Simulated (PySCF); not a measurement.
# LiMg: frontier orbitals

M06-L at R = 3.116 Å; Li def2-SVPD, Mg def2-SVPD; no relativity (PySCF 2.14). State: ²Σ⁺ (doublet), unpaired electrons σ ↑. Only the outer orbitals are listed, counted within each symmetry.

| spin | orbital | occ. | ε (eV) | on Li (%) | main shells (%) |
| --- | --- | --- | --- | --- | --- |
| α | 3σ | 1 | -53.05 | 100 | 100 Li s |
| α | 1π | 1 | -48.29 | 0 | 100 Mg p |
| α | 1π | 1 | -48.29 | 0 | 100 Mg p |
| α | 4σ | 1 | -48.24 | 0 | 100 Mg p |
| α | 5σ | 1 | -5.21 | 16 | 83 Mg s, 12 Li s |
| α | 6σ | 1 | -2.77 | 55 | 51 Li s, 35 Mg p, 9 Mg s |
| α | 7σ | 0 | -1.48 | 69 | 55 Li p, 28 Mg p, 14 Li s |
| α | 2π | 0 | -1.45 | 47 | 52 Mg p, 47 Li p |
| α | 2π | 0 | -1.45 | 47 | 52 Mg p, 47 Li p |
| β | 3σ | 1 | -53.01 | 100 | 100 Li s |
| β | 1π | 1 | -48.27 | 0 | 100 Mg p |
| β | 1π | 1 | -48.27 | 0 | 100 Mg p |
| β | 4σ | 1 | -48.20 | 0 | 100 Mg p |
| β | 5σ | 1 | -4.83 | 15 | 83 Mg s, 13 Li s |
| β | 6σ | 0 | -3.01 | 82 | 56 Li s, 27 Li p, 11 Mg p |
| β | 2π | 0 | -1.50 | 57 | 57 Li p, 42 Mg p |
| β | 2π | 0 | -1.50 | 57 | 57 Li p, 42 Mg p |

**Question.** Which are the highest filled and the lowest empty level, where do they sit, and how wide is the gap?

**Answer.** Highest filled α 6σ at -2.77 eV (in %: 51 Li s, 35 Mg p, 9 Mg s); lowest empty β 6σ at -3.01 eV (in %: 56 Li s, 27 Li p, 11 Mg p); the gap at M06-L is -0.24 eV.

The bond order (Mayer) is 0.82, the ⟨S²⟩ is 0.756 and the charge on Li (Mulliken, basis-dependent) is 0.14. The charge on Li (Löwdin, basis-dependent) is 0.04. The dipole moment (positive dipole means Li(−)Mg(+)) is -1.47 D.

Counting both spins, an empty level lies below a filled one in this solution, because spin and occupation are held. The state is the lowest determinant that a PBE0 search found; another state may lie lower at other levels.
